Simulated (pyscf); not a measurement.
O=W(F)(F)(F)–F + H₂ -> O=WH(F)(F)–F + HF (four-centre exchange; singlet surface; F–W, H–H broken, H–W, F–H formed). Structures and frequencies: ωB97X-D3(BJ)/def2-SVP in PySCF. Energies in kcal/mol from the separated reactants.

| level | barrier | reaction energy |
|---|---|---|
| ωB97X-D3(BJ)/def2-TZVP | 37.6 | +28.4 |
| PBE/def2-TZVP | 34.7 | +29.5 |
| r²SCAN/def2-TZVP | ? | +32.4 |
| PBE0-D3(BJ)/def2-TZVP | ? | ? |
| ωB97M-D3(BJ)/def2-TZVP | 38.0 | +26.8 |
| HF/def2-TZVP | 51.4 | +23.6 |

**Question.** Fill in the missing entries.

**Answer.** 
- r²SCAN/def2-TZVP, barrier: 36.3
- PBE0-D3(BJ)/def2-TZVP, barrier: 35.5
- PBE0-D3(BJ)/def2-TZVP, reaction energy: +26.9

The functionals in the table span 3.3 kcal/mol in this barrier, from PBE to ωB97M-D3(BJ)/def2-TZVP. On the product side the descent ends in a bound adduct, 8.1 kcal/mol under the separated species and 17.3 kcal/mol under the saddle at ωB97X-D3(BJ)/def2-TZVP. This is the saddle that the search found; another between the same sides may lie lower. Elements past Kr carry the def2 core potentials, without spin-orbit coupling.
